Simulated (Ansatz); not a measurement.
A calculation on zinc-blende HgTe returned lattice constant a 6.509 Å, bulk modulus 42.1 GPa.

For reference: lattice constant a 6.46 Å (measured, room temperature, no zero-point or thermal correction; as tabulated in Cava et al. (2013), arXiv:1302.1059); bulk modulus 42.3 GPa (measured, temperature not stated, not corrected to a static lattice; as tabulated in Toher et al. (2017), arXiv:1611.05714).

Q: Which level of theory produced these numbers?
A. HSE06 (Ansatz, an electronic-structure program)
B. PBE+SOC (Ansatz)
C. r²SCAN (Ansatz)
D. PBEsol (Ansatz)

A: D, PBEsol (Ansatz)

The others give: PBE+SOC 6.629 Å, 34.7 GPa; HSE06 6.564 Å, 40.5 GPa; r²SCAN 6.573 Å, 40.1 GPa.

Unless a cell is named, each level is at its own relaxed cell (HSE06 35.36, PBE+SOC 36.41, PBEsol 34.47, r²SCAN 35.50 Å³/atom).

Ansatz's density-functional and Hartree–Fock values are scalar-relativistic unless marked +SOC, with PAW data made under PBE.
